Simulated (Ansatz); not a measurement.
We consider 1T (CdI2-type) PtSe₂, described by r²SCAN (Ansatz, a quantum-chemistry and plane-wave program, PAW).

Settings: plane-wave cutoff 600 eV, 12×12×8 k mesh (along the axes of the cell as run), scalar-relativistic PAW data made under PBE.

Computed at the level's own relaxed cell.

Elastic tensor (GPa, Voigt notation, ions relaxed):

```
  148.0    44.2    12.7    -4.9     0.0     0.0
   44.2   148.0    12.7     4.9     0.0     0.0
   12.7    12.7    10.4     0.0     0.0     0.0
   -4.9     4.9     0.0     7.1     0.0     0.0
    0.0     0.0     0.0     0.0     7.1    -4.9
    0.0     0.0     0.0     0.0    -4.9    51.9
```

### Question
Work out the Voigt, Reuss and Hill averages of the bulk and shear moduli, Young's modulus and Poisson's ratio from the printed constants.

### Answer
K_V = [C11 + C22 + C33 + 2(C12 + C13 + C23)]/9 = [306.4 + 2 × 69.6]/9 = 49.5 GPa. G_V = [306.4 − 69.6 + 3 × 66.1]/15 = 29.0 GPa. From the compliances S = C⁻¹, K_R = 10.3 and G_R = 9.6 GPa. Hill means: K = 29.9, G = 19.3 GPa. E = 9KG/(3K + G) = 48 GPa, ν = (3K − 2G)/(6K + 2G) = 0.23, K/G = 1.55.

Note: the cell comes from a level without a dispersion term, which matters for the spacing of layers, chains or molecules; the cell has widely spaced layers and the level no dispersion term, so their spacing and the moduli can rest on weak binding.

Spin–orbit coupling is not included.

The computed numbers hold no vibrational or temperature effects.
